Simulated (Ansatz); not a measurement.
## Cu (model structure, started from the diamond type, Fd-3m, No. 227, 2 atoms in the cell)

Computed with PBEsol in Ansatz (PAW).

Settings: plane-wave cutoff 500 eV, 26×26×26 k mesh, Fermi–Dirac smearing 0.1 eV, no spin polarisation, scalar-relativistic PAW data made under PBE.

Cell (relaxed at this level):

Cu has the cubic space group Fd-3m, origin choice 1 (No. 227), the diamond structure, Pearson symbol cF8. Cell: a = b = c = 5.232 Å, α = β = γ = 90.00°. Cu on 8a has 4 Cu at 2.265 Å (tetrahedral). (Neighbours: up to the widest gap in distance over summed covalent radii, below 1.35, at either atom.)
(The calculation used a cell of 2 atoms; values per cell refer to that cell.)

```yaml
band_gap: none
```

Note: the relaxation could raise the start's symmetry but not lower it, so the cell can be a saddle point.

Computed values are for the static lattice.

A model structure was made by putting elements into a prototype or built by hand; it is no filed structure, need not be a known phase, and can be a saddle point held by its symmetry.

Ansatz is an electronic-structure program.
